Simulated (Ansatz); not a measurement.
Reaction (SMILES): ClCCl → Cl[CH]Cl + H atom
B3LYP-D3(BJ)/def2-TZVP geometries, fixed; electronic energies without zero-point terms.

Core correlation in the bond dissociation energy at CCSD(T) with Ansatz (a first-principles code), in kcal/mol: frozen core against 1s of Al to Cl frozen alone. Core-valence sets carry the plain set on hydrogen. Open shells are unrestricted.

| basis | functions, most | frozen core |
|---|---|---|
| cc-pV(D+d)Z | 70 | 97.96 |
| cc-pCVDZ | 82 | 98.93 |
| cc-pV(T+d)Z | 136 | 102.00 |
| cc-pCVTZ | 189 | 102.03 |
| cc-pwCVTZ | 189 | 101.95 |

Task: How large is the core term in each set?

Result: The largest core-valence set, cc-pwCVTZ, gives a core term of -0.01 kcal/mol; the valence set cc-pV(T+d)Z, which lacks functions for the core, gives 0.63. By row: cc-pV(D+d)Z 0.10, cc-pCVDZ 0.08, cc-pV(T+d)Z 0.63, cc-pCVTZ 0.04, cc-pwCVTZ -0.01.
